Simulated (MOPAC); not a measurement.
MOPAC input (PM7):

```
PM7 FORCE THERMO(298,298) PRECISE LET CHARGE=1 GEO-OK AUX(PRECISION=9) THREADS=1
CH2N

C     0.00000000 1   -0.00000000 1   -0.60491760 1
N    -0.00000000 1   -0.00000000 1    0.54243776 1
H     0.00000000 1    0.00000000 1   -1.68340948 1
H     0.00000000 1    0.00000000 1    1.53422504 1
```

**Question.** Which zero-point energy does it print?

**Answer.** 15.83 kcal/mol, from the harmonic wavenumbers of PM7.
